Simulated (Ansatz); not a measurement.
BMe2H (C2H7B), relaxed as a singlet with RKS PBE-D4/def2-TZVP in Ansatz, starting from the GFN2-xTB geometry. Force threshold 0.02 eV/Å.

Start:

```xyz
10

B    -0.0706    0.2223    0.5600
C     0.5727   -1.1991    0.3751
H     1.6543   -1.0982    0.4815
H     0.3939   -1.6480   -0.5991
H     0.2656   -1.9086    1.1408
C    -0.5381    1.0772   -0.6727
H    -1.6276    1.0395   -0.7237
H    -0.1638    0.7251   -1.6309
H    -0.2850    2.1311   -0.5734
H    -0.2014    0.6587    1.6423
```

| step | energy (eV) | largest force component (eV/Å) | SCF passes |
| --- | --- | --- | --- |
| 1 | -2861.0394 | 0.966 | 17 |
| 2 | -2861.0782 | 0.326 | 20 |
| 3 | -2861.0848 | 0.035 | 20 |
| 4 | -2861.0849 | 0.041 | 20 |
| 5 | -2861.0852 | 0.022 | 20 |
| 6 (rejected) | -2861.0851 | 0.034 | 21 |
| 7 | -2861.0852 | 0.001 | 21 |

Force components are those of the run's own axes.

End:

```xyz
10

B    -0.063    0.210    0.524
C     0.556   -1.216    0.373
H     1.648   -1.082    0.515
H     0.422   -1.684   -0.613
H     0.256   -1.919    1.165
C    -0.521    1.088   -0.683
H    -1.630    1.037   -0.688
H    -0.182    0.745   -1.672
H    -0.295    2.158   -0.561
H    -0.191    0.662    1.640
```

By distances, no bond broke or formed. The bond that changes most is B1–H10, from 1.17 to 1.21 Å (atoms count from 1).

No frequencies were taken in this run, so the end may be a saddle point.

Run time 6 s (4 threads of AMD EPYC 7R43 on a shared host).
